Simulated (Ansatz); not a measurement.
OsRh: from a trial structure to a relaxed crystal

Theory: DFT PBE, scalar-relativistic, plane waves, PAW in Ansatz 0.2.0. Cutoff 420 eV, Γ-centred k mesh, Gaussian smearing, no spin polarisation in the final step.

OsRh was placed on the caesium chloride structure type (Pm-3m, No. 221), with Os in place of Cs, Rh in place of Cl, at a guessed volume.

```
Os Rh
1.0
     2.99432    0.00000    0.00000
     0.00000    2.99432    0.00000
     0.00000    0.00000    2.99432
Os Rh
1 1
Cartesian
  0.0000 0.0000 0.0000
  1.4972 1.4972 1.4972
```

Cell and atoms relax at zero pressure; the relaxation can't lower the symmetry of the start. After a coarse first stage the cell is made exact in the group found at 0.06 Å.

Energies over the elements count from the elements' standard structures at the same level, with no empirical corrections.

What does it relax into?

It keeps Pm-3m (No. 221). The result has the caesium chloride structure. Conventional cell: a = 3.076 Å. Os has 8 Rh at 2.66 Å and 6 Os at 3.08 Å; Rh is coordinated by 8 Os at 2.66 Å and 6 Rh at 3.08 Å.

```cif
data_structure
_symmetry_space_group_name_H-M 'Pm-3m'
_symmetry_Int_Tables_number 221
_cell_length_a 3.0757
_cell_length_b 3.0757
_cell_length_c 3.0757
_cell_angle_alpha 90.000
_cell_angle_beta 90.000
_cell_angle_gamma 90.000
_cell_volume 29.10
loop_
_atom_site_label
_atom_site_type_symbol
_atom_site_symmetry_multiplicity
_atom_site_Wyckoff_symbol
_atom_site_fract_x
_atom_site_fract_y
_atom_site_fract_z
_atom_site_occupancy
Os1 Os 1 a 0.00000 0.00000 0.00000 1
Rh1 Rh 1 b 0.50000 0.50000 0.50000 1
```

What are its volume, energy, density and gap?

The volume per atom is 14.55 Å³, the density is 16.73 g/cm³ and the energy over the elements is 0.67 eV/atom. The gap on the 18×18×18 mesh is 0 eV (a metal).

The final run used a 18×18×18 mesh on its 2-atom cell and 0.10 eV smearing. The k mesh leaves about 4 meV/atom of noise in metals. Spin–orbit coupling is left out. A structure relaxed within its symmetry needn't be a true minimum.

Cost: 3 runs of about 0.18 core-minutes in all, on Intel Xeon 6975P-C (Granite Rapids) (shared hosts).